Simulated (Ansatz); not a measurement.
# AlH4: the cost of one run

Method: UKS PBE0-D4/def2-TZVP, in Ansatz 0.2.0.

## Step 1: The starting structure

Bond lengths: Al1–H2 1.810 Å, Al1–H3 1.560 Å, Al1–H4 1.560 Å. Angles: H2–Al1–H3 120.0°, H2–Al1–H4 120.0°, H3–Al1–H4 120.0°.

Coordinates:

```xyz
5

Al    0.0000    0.0000    0.0000
H     0.0000    0.0000    1.8100
H     1.3510    0.0000   -0.7800
H    -1.3510    0.0000   -0.7800
H     0.0000    0.0000    2.7700
```

## Step 2: Pulling towards end A

Springs on the bonds that form and break draw the guess towards this end; the thresholds are loose.

File input.yaml:

```yaml
crystal:
  periodic: [false, false, false]
  atoms:
    - { symbol: Al, position_ang: [0.0, 0.0, 0.0] }
    - { symbol: H, position_ang: [0.0, 0.0, 1.81] }
    - { symbol: H, position_ang: [1.351, 0.0, -0.78] }
    - { symbol: H, position_ang: [-1.351, 0.0, -0.78] }
    - { symbol: H, position_ang: [0.0, 0.0, 2.77] }
magnetization:
  spin_polarized: true
  initial_magnetization: 1
basis:
  gaussian: { orbitals: def2-TZVP }
hamiltonian:
  xc: pbe0
  dispersion: d4
relax:
  f_tol: 0.15
  max_steps: 25
  restrain:
    - { distance: [1, 4], at: 1.86, k: 30.0 }
    - { distance: [0, 1], at: 1.56, k: 30.0 }
```

Command:

```bash
ansatz run input.yaml --threads 2 --pin off --max-ram 3072MiB --backend cpu --events-out ev --progress --plain --runs-dir out
```

**Question.** How long does this run take on 2 threads of Arm Neoverse V2, shared host, and how much memory does it need?

About 3.5 s, with a peak of 0.11 GiB.
